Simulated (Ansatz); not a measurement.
Species: oxidane, H2O, charge 0, multiplicity 1. 
Structure (B3LYP-D3(BJ)/def2-TZVP (Ansatz, an electronic-structure program) minimum search):
```xyz
3

O      0.0070     0.0013     0.1167
H     -0.0500     0.7593    -0.4742
H     -0.0062    -0.7700    -0.4592
```

Basis-set convergence of Hartree-Fock and CCSD(T) correlation energies (hartree) with Ansatz. Cores are frozen in the correlated levels unless marked. No spin-orbit coupling. Non-relativistic.

```
basis        functions      E(HF)  E(corr, CCSD(T))
-----------  ---------  ---------  ----------------
def2-SVPD           39  -75.97392          -0.22821
def2-TZVPPD         74  -76.06348          -0.27716
def2-QZVPPD        132  -76.06667          -0.29552
```

Extrapolating the two largest sets (X = 3 and 4) as X^-3: E(corr) = (64·(-0.29552) - 27·(-0.27716))/37 = -0.3089 Eh, an estimate of the basis-set limit. The largest set recovers 95.7 % of it, the smallest 73.9 %.
